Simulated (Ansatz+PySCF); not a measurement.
Values are calculated unless marked as measured or tabulated.
A run of Ansatz (development build ahead of 0.2.0) on doublet NO₂ at this shape:

```yaml
atoms:
  - { symbol: N, position_ang: [0.0000, 0.0000, 0.3454] }
  - { symbol: O, position_ang: [0.0000, 1.1641, -0.1519] }
  - { symbol: O, position_ang: [0.0000, -1.1641, -0.1519] }
```

Its results:

| Item | Value |
| --- | --- |
| Converged | yes |
| Reference energy | -204.06588 hartree |
| Correlation energy | -0.71093 hartree |
| Total energy | -204.77682 hartree |
| Spin squared of the determinant | 0.750 |
| Stability test | minimum among restricted orbitals |
| Occupied orbitals by symmetry in an Abelian subgroup (alpha; beta) | 6 A1 1 A2 1 B1 4 B2; 5 A1 1 A2 1 B1 4 B2 |

Forces (eV/Å):
```csv
atom,Fx,Fy,Fz
N1,0.000,0.000,-2.212
O2,0.000,-3.762,1.106
O3,0.000,3.762,1.106
```

Task: Which input gives this output? Name the method, the orbitals and the basis set, and write the input.

Result: ROHF-MP2 in cc-pVTZ.

```yaml
crystal:
  periodic: [false, false, false]
  atoms:
    - { symbol: "N", position_ang: [0.0, 0.0, 0.34537] }
    - { symbol: O, position_ang: [0.0, 1.1641, -0.15192] }
    - { symbol: O, position_ang: [0.0, -1.1641, -0.15192] }
basis:
  gaussian: { orbitals: cc-pVTZ }
magnetization:
  initial_magnetization: 1
hamiltonian:
  xc: hf
correlation:
  method: mp2
  frozen_orbitals: { "N": 1, O: 1 }
output:
  forces: true
```

Caution: large share of triples, a single reference is doubtful; forces differ strongly between restricted and unrestricted references.
